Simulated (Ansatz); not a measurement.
The first iterations of a band of ClH + H4Si (7 atoms, charge 0, multiplicity 1).

The calculation used RKS B3LYP-D4/6-31G* (Ansatz 0.2.0).

- movable images: 5
- climbing image: yes
- spring: 5.0 eV/Å²
- optimiser: lbfgs
- start path: through a guess of the saddle point
- force threshold: 0.03 eV/Å
- iteration limit: 60
- end points: relaxed

Image 0:

```xyz
7
Properties=species:S:1:pos:R:3
Si 0.360 0.000 -0.200
H 0.075 0.000 1.265
H 1.831 0.000 -0.395
H -0.239 1.216 -0.803
H -0.239 -1.216 -0.803
Cl -3.169 0.000 1.964
H -1.878 0.000 1.960
```

Image 6:

```xyz
7
Properties=species:S:1:pos:R:3
Si -0.406 0.000 -0.740
H -0.024 0.000 3.404
H 0.693 0.000 0.252
H -0.343 1.216 -1.584
H -0.343 -1.216 -1.584
Cl -2.217 0.000 0.282
H -0.619 0.000 2.958
```

| iteration | highest image above the first end (eV) | largest band force component (eV/Å) |
| --- | --- | --- |
| 1 | 2.982 | 7.014 |
| 2 | 2.811 | 1.581 |
| 3 | 2.613 | 1.154 |
| 4 | 2.305 | 1.789 |
| 5 | 2.258 | 1.222 |
| 6 | 2.077 | 1.122 |
| 7 | 1.896 | 1.341 |
| 8 | 1.873 | 0.832 |
| 9 | 1.826 | 0.611 |
| 10 | 1.764 | 0.869 |
| 11 | 1.752 | 0.926 |
| 12 | 1.772 | 0.881 |
| 13 | 1.917 | 1.177 |

Task: Does the band converge within its limit, and where does its top end?

Result: The run converged. It ended after 40 iterations with the highest image 1.857 eV above the first end. Neighbouring images differ by up to 1.6 eV, so the band resolves the path poorly. Another band between the same ends (5 images) ends at a top of the same energy, where a vibrational analysis finds 1 clearly imaginary mode. The orbitals stay closed-shell, which can raise the energy where a bond breaks towards radicals; this wasn't checked here.

Time of the run: 2.9 min on 1 thread of Intel(R) Xeon(R) 6975P-C (Granite Rapids), with other jobs on the host, peak memory 0.12 GiB.
